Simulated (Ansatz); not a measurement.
CH5BO, closed shell: a trajectory.

in.yaml

```yaml
crystal:
  periodic: [false, false, false]
  atoms:
    - {symbol: B, position_ang: [-1.309489, -0.237841, 0.222300]}
    - {symbol: O, position_ang: [-0.107506, -0.714060, -0.125030]}
    - {symbol: C, position_ang: [1.039948, 0.108539, -0.193076]}
    - {symbol: H, position_ang: [0.802375, 1.143256, 0.069382]}
    - {symbol: H, position_ang: [-1.444609, 0.927725, 0.490530]}
    - {symbol: H, position_ang: [-2.214643, -1.019816, 0.248901]}
    - {symbol: H, position_ang: [1.440435, 0.071817, -1.207940]}
    - {symbol: H, position_ang: [1.793489, -0.279416, 0.494935]}
basis:
  gaussian: {orbitals: def2-SVP}
hamiltonian: {xc: pbe0, dispersion: d4}
md: {n_steps: 30, timestep: 4, temperature: 1000, ensemble: nvt_nose_hoover, seed: 551, initial_velocities: maxwell_boltzmann}
```

Run by:

```bash
ansatz run in.yaml --threads 2 --pin off --events-out ev --progress --plain --max-ram 4352MiB
```

The run's output (Ansatz 0.2.0):

```
Functional definition: PBE0
  name "PBE0"
  cite "Adamo & Barone, J. Chem. Phys. 110, 6158 (1999) doi:10.1063/1.478522"
  cite "Perdew, Burke & Ernzerhof, Phys. Rev. Lett. 77, 3865 (1996) doi:10.1103/PhysRevLett.77.3865"
  parent pbe
  parameter a = 0.25
  parameter kappa = 0.804
  parameter beta = 0.06672455060314922
  exchange = (1 - a)*pbe_x(kappa = kappa, mu = beta*pi^2/3) + a*exact_x
  correlation = pbe_c(beta = beta)
743 factors; integrals over basis functions are off by at most 4.1e-4 eV
mean field evaluation 1: about -3832.1039 eV, gradient 3.5e1 eV
mean field evaluation 2: about -3829.9707 eV, gradient 5.0e1 eV
mean field evaluation 4: about -3834.8246 eV, gradient 1.7e0 eV
mean field evaluation 8: about -3834.8309 eV, gradient 9.8e-3 eV
mean field -3834.83091632 eV, -140.9274368331 hartree, gradient 4.5e-5 eV, S^2 0.000000; 0 other end points of the search recorded, 0 dependent functions left out
the calculation of the forces begins
reference -3834.83094042 eV, -140.9274377185 hartree; 12, 12 occupied and 55, 55 virtual orbitals, 743 factors
md step     0: t =     0.00 fs  T =  1000.0 K  F+E_penalty+E_count = -3834.90232969 eV  E_kin = 0.775560 eV  conserved = -3834.12676970 eV  (22 SCF iters)
md step     1: t =     4.00 fs  T =   421.8 K  F+E_penalty+E_count = -3834.03256648 eV  E_kin = 0.327157 eV  conserved = -3833.70548529 eV  (28 SCF iters, 9 dispersion substeps)
md step     2: t =     8.00 fs  T =  3284.3 K  F+E_penalty+E_count = -3832.75535411 eV  E_kin = 2.547181 eV  conserved = -3830.20850739 eV  (30 SCF iters, 9 dispersion substeps)
md step     3: t =    12.00 fs  T = 16028.8 K  F+E_penalty+E_count = -3827.04270493 eV  E_kin = 12.431309 eV  conserved = -3814.49730923 eV  (34 SCF iters, 21 dispersion substeps)
md step     4: t =    16.00 fs  T = 15526.2 K  F+E_penalty+E_count = -3824.10242258 eV  E_kin = 12.041528 eV  conserved = -3811.29012924 eV  (41 SCF iters, 29 dispersion substeps)
md step     5: t =    20.00 fs  T = 81479.1 K  F+E_penalty+E_count = -3814.06659206 eV  E_kin = 63.191946 eV  conserved = -3744.11140127 eV  (49 SCF iters, 29 dispersion substeps)
md step     6: t =    24.00 fs  T = 249030.4 K  F+E_penalty+E_count = -3814.50883820 eV  E_kin = 193.138032 eV  conserved = -3549.56596662 eV  (63 SCF iters, 53 dispersion substeps)
md step     7: t =    28.00 fs  T = 148403.9 K  F+E_penalty+E_count = -3814.26831328 eV  E_kin = 115.096114 eV  conserved = -3539.26522867 eV  (53 SCF iters, 65 dispersion substeps)
md step     8: t =    32.00 fs  T = 91757.1 K  F+E_penalty+E_count = -3816.23672341 eV  E_kin = 71.163122 eV  conserved = -3540.67938634 eV  (55 SCF iters, 65 dispersion substeps)
md step     9: t =    36.00 fs  T = 55530.8 K  F+E_penalty+E_count = -3816.15413712 eV  E_kin = 43.067442 eV  conserved = -3540.75000245 eV  (58 SCF iters, 65 dispersion substeps)
md step    10: t =    40.00 fs  T = 34004.3 K  F+E_penalty+E_count = -3814.56517209 eV  E_kin = 26.372351 eV  conserved = -3539.89960051 eV  (190 SCF iters, 65 dispersion substeps)
md step    11: t =    44.00 fs  T = 23218.4 K  F+E_penalty+E_count = -3814.58009359 eV  E_kin = 18.007235 eV  conserved = -3539.01233772 eV  (94 SCF iters, 65 dispersion substeps)
the trajectory goes on in another electronic state from step 12 on, where its energy jumps by +0.000 meV, which the conserved energy leaves out
md step    12: t =    48.00 fs  T = 15608.0 K  F+E_penalty+E_count = -3814.55028569 eV  E_kin = 12.104956 eV  conserved = -3539.15892465 eV  (224 SCF iters, 65 dispersion substeps)
md step    13: t =    52.00 fs  T = 11546.9 K  F+E_penalty+E_count = -3814.39112658 eV  E_kin = 8.955320 eV  conserved = -3538.47227693 eV  (118 SCF iters, 65 dispersion substeps)
md step    14: t =    56.00 fs  T = 10965.8 K  F+E_penalty+E_count = -3813.69599358 eV  E_kin = 8.504647 eV  conserved = -3535.38063018 eV  (80 SCF iters, 65 dispersion substeps)
md step    15: t =    60.00 fs  T =  7308.3 K  F+E_penalty+E_count = -3811.71479711 eV  E_kin = 5.668009 eV  conserved = -3534.07830195 eV  (90 SCF iters, 65 dispersion substeps)
md step    16: t =    64.00 fs  T =  6434.4 K  F+E_penalty+E_count = -3813.00414101 eV  E_kin = 4.990290 eV  conserved = -3534.51113828 eV  (86 SCF iters, 65 dispersion substeps)
md step    17: t =    68.00 fs  T = 34317.6 K  F+E_penalty+E_count = -3806.67721807 eV  E_kin = 26.615365 eV  conserved = -3501.70506177 eV  (81 SCF iters, 65 dispersion substeps)
md step    18: t =    72.00 fs  T = 126460.2 K  F+E_penalty+E_count = -3791.16928052 eV  E_kin = 98.077434 eV  conserved = -3386.69615561 eV  (300 SCF iters, 65 dispersion substeps)
md step    19: t =    76.00 fs  T = 111457.1 K  F+E_penalty+E_count = -3792.28901228 eV  E_kin = 86.441666 eV  conserved = -3343.21807246 eV  (426 SCF iters, 65 dispersion substeps)
md step    20: t =    80.00 fs  T = 57876.0 K  F+E_penalty+E_count = -3790.46310459 eV  E_kin = 44.886282 eV  conserved = -3343.47176199 eV  (352 SCF iters, 65 dispersion substeps)
md step    21: t =    84.00 fs  T = 33481.7 K  F+E_penalty+E_count = -3790.27199211 eV  E_kin = 25.967046 eV  conserved = -3343.51659086 eV  (172 SCF iters, 65 dispersion substeps)
md step    22: t =    88.00 fs  T = 20797.6 K  F+E_penalty+E_count = -3790.25820600 eV  E_kin = 16.129786 eV  conserved = -3343.52080642 eV  (228 SCF iters, 65 dispersion substeps)
md step    23: t =    92.00 fs  T = 13636.2 K  F+E_penalty+E_count = -3790.29623433 eV  E_kin = 10.575709 eV  conserved = -3343.52053571 eV  (163 SCF iters, 65 dispersion substeps)
md step    24: t =    96.00 fs  T =  9373.9 K  F+E_penalty+E_count = -3790.38035286 eV  E_kin = 7.269989 eV  conserved = -3343.51871457 eV  (133 SCF iters, 65 dispersion substeps)
md step    25: t =   100.00 fs  T =  6763.0 K  F+E_penalty+E_count = -3790.53066271 eV  E_kin = 5.245100 eV  conserved = -3343.51461315 eV  (133 SCF iters, 65 dispersion substeps)
md step    26: t =   104.00 fs  T =  5192.2 K  F+E_penalty+E_count = -3790.79557948 eV  E_kin = 4.026894 eV  conserved = -3343.50501693 eV  (194 SCF iters, 65 dispersion substeps)
md step    27: t =   108.00 fs  T =  4418.5 K  F+E_penalty+E_count = -3791.29070293 eV  E_kin = 3.426832 eV  conserved = -3343.47992232 eV  (121 SCF iters, 65 dispersion substeps)
md step    28: t =   112.00 fs  T =  4574.4 K  F+E_penalty+E_count = -3792.33136110 eV  E_kin = 3.547751 eV  conserved = -3343.40823073 eV  (143 SCF iters, 65 dispersion substeps)
md step    29: t =   116.00 fs  T =  6059.4 K  F+E_penalty+E_count = -3794.68982002 eV  E_kin = 4.699462 eV  conserved = -3343.48593827 eV  (114 SCF iters, 65 dispersion substeps)
md step    30: t =   120.00 fs  T = 455680.3 K  F+E_penalty+E_count = -3765.81310034 eV  E_kin = 353.407411 eV  conserved = -2815.25220149 eV  (439 SCF iters, 65 dispersion substeps)
Total energy: -3765.81319359 eV, -138.3910823046 hartree
Atom 0 at    -4.199746     1.650416     1.574747 Å, force     3.555500   162.081305    38.363044 eV/Å
Atom 1 at     1.281132    -2.734868    -0.991461 Å, force     0.277240     0.346166    -0.630293 eV/Å
Atom 2 at     2.480987    -1.263016    -3.682616 Å, force    -0.279958    -0.344280     0.630893 eV/Å
Atom 3 at    -1.340834    38.246257    11.199454 Å, force    -0.000485    -0.001553    -0.000434 eV/Å
Atom 4 at   -10.875831     7.968226     3.329791 Å, force     0.000544     0.001539     0.000400 eV/Å
Atom 5 at    -4.210234     1.172780     1.461672 Å, force    -3.552840  -162.083181   -38.363565 eV/Å
Atom 6 at     0.183586   -12.575743    16.558040 Å, force     0.006096     0.005021    -0.006100 eV/Å
Atom 7 at     8.404624    -5.800687     8.375157 Å, force    -0.006097    -0.005017     0.006055 eV/Å
Dipole moment:     0.203892    -0.247293    -0.652360 e Å

[the SCF lines of later steps are left out]
```

The run took about 34 s on 2 CPU threads of an Arm Neoverse V2 (shared host).


The run ended normally. The timestep is far too long for bond vibrations, so the integration is inaccurate or blows up, and the trajectory means little.